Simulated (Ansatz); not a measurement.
CH3O2S (`C[S](=O)=O`) radical, relaxed with UKS PBE0-D4/def2-TZVP in Ansatz from a PBE-D4/def2-SVP geometry. The force threshold is 0.005 eV/Å; the program also tests the step.

Charge 0, multiplicity 2.

Start:

```xyz
7

C     0.417   -0.397    0.539
S    -0.622    0.805   -0.405
O     0.285    1.380   -1.458
O    -1.879    0.060   -0.758
H     1.321    0.135    0.882
H    -0.189   -0.780    1.379
H     0.667   -1.202   -0.178
```

(1) How much energy does the relaxation release, and in how many steps? (Best estimate.)

(2) Which bonds change most? (An estimate is asked.)

(3) Give the relaxed structure. (Estimate.)

## Answers

(1) Ansatz gave: 17.97 kJ/mol, in 6 steps, 1 of them rejected.

(2) Computed: S2–O3 from 1.503 to 1.450 Å; S2–O4 from 1.503 to 1.450 Å; C1–S2 from 1.849 to 1.798 Å; C1–H5 from 1.104 to 1.088 Å.

(3) Ansatz gave: 
```xyz
7

C     0.408   -0.390    0.526
S    -0.600    0.770   -0.407
O     0.250    1.355   -1.425
O    -1.833    0.088   -0.749
H     1.297    0.136    0.868
H    -0.189   -0.765    1.354
H     0.668   -1.193   -0.166
```
